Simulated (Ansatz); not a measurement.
# C4H4N2, SMILES C=CC(=N)C#N: harmonic frequencies at the relaxed geometry

Computed with Ansatz 0.2.0 through its Python package.

At the Python prompt:
```pycon
>>> from dataclasses import dataclass
>>> import itertools
>>> import ansatz as az
>>> from ase.data import atomic_numbers, covalent_radii
>>> import numpy as np
>>> @dataclass
... class Options:
...     basis: str = "6-31G*"
...     xc: str = "pbe0"
...
>>> opts = Options()
>>> system = (
...     az.Crystal.molecule()
...     .atom("C", [-1.8237, -0.0928, 0.2562])
...     .atom("C", [-0.7368, 0.0256, -0.5164])
...     .atom("C", [0.6263, 0.0159, 0.0675])
...     .atom("N", [0.8817, -0.1045, 1.3312])
...     .atom("C", [1.8019, 0.1461, -0.7784])
...     .atom("N", [2.7455, 0.2497, -1.4487])
...     .atom("H", [-1.7482, -0.2001, 1.3356])
...     .atom("H", [-2.8188, -0.0851, -0.1762])
...     .atom("H", [-0.8195, 0.1322, -1.5923])
...     .atom("H", [1.8916, -0.0869, 1.5214])
... )
>>> setup = (
...     system.calculation()
...     .basis(gaussian=opts.basis)
...     .functional(opts.xc)
... )
>>> symbols = [site.symbol for site in system.cartesian_sites]
>>> start = np.array([site.position_ang for site in system.cartesian_sites], dtype=float)
>>> data = setup.relax(force_tolerance=0.003, max_steps=100).run(threads=1, pin="off").report

>>> end = np.array(data["positions_ang"])
>>> # pairs closer than 1.2 times the sum of covalent radii, before or after
>>> radius = [covalent_radii[atomic_numbers[s]] for s in symbols]
>>> span = lambda where, i, j: np.linalg.norm(where[i] - where[j])
>>> bonded = [(i, j) for i, j in itertools.combinations(range(len(symbols)), 2) if min(span(start, i, j), span(end, i, j)) < 1.2 * (radius[i] + radius[j])]
>>> print("pair        before    after (A)")
pair        before    after (A)
>>> for i, j in bonded:
...     print(f"{symbols[i]}{i}-{symbols[j]}{j}".ljust(10), f"{span(start, i, j):8.4f} {span(end, i, j):8.4f}")
...
C0-C1        1.3388   1.3342
C0-H6        1.0873   1.0862
C0-H7        1.0850   1.0854
C1-C2        1.4829   1.4750
C1-H8        1.0843   1.0868
C2-N3        1.2949   1.2785
C2-C4        1.4541   1.4556
N3-H9        1.0278   1.0212
C4-N5        1.1621   1.1607
>>> # frequencies need a stationary point, so they are taken at the relaxed geometry
>>> minimum = az.Crystal.molecule()
>>> for symbol, place in zip(symbols, end):
...     minimum = minimum.atom(symbol, place.tolist())
...
>>> vibrating = (
...     minimum.calculation()
...     .basis(gaussian=opts.basis)
...     .functional(opts.xc)
...     .phonons(temperatures=(298.15, 498.15, 100))
... )
>>> vib = vibrating.run(threads=1, pin="off").report["vibrations"]
>>> sums = vib["harmonic_sums"]
>>> modes = [m["omega_inv_cm"] for m in sums["modes_at_gamma"] if m["rigid_motion"] == "no"]
>>> print("frequencies (1/cm):", " ".join(f"{w:.0f}" for w in modes))
frequencies (1/cm): 65 163 287 306 503 523 608 786 795 914 1001 1032 1063 1117 1319 1356 1465 1696 1731 2375 3202 3227 3299 3516
>>> print("imaginary modes:", sum(w < 0 for w in modes), " zero-point energy:", round(sums["zero_point_energy_ev"], 4), "eV")
imaginary modes: 0  zero-point energy: 2.0055 eV
>>> print("T (K)   F_vib (eV)   S_vib (meV/K)   C_vib (meV/K)")
T (K)   F_vib (eV)   S_vib (meV/K)   C_vib (meV/K)
>>> for row in zip(sums["temperatures_k"], sums["vibrational_free_energy_ev"], vib["entropy_ev_per_k"], vib["heat_capacity_ev_per_k"]):
...     print(f"{row[0]:6.1f} {row[1]:11.4f} {1000 * row[2]:13.4f} {1000 * row[3]:15.4f}")
...
 298.1      1.9341        0.5333          0.6161
 398.1      1.8705        0.7402          0.8197
 498.1      1.7863        0.9430          0.9914
```

The frequencies are harmonic and unscaled, in a modest basis. The result belongs to the one conformer reached from this start, and soft torsions count as harmonic oscillators. Timing: 3.7 min on 1 thread of Arm Neoverse V1, on a shared host, peak memory 0.29 GiB.

(Lines on the test bed's own set-up are left out of the output.)
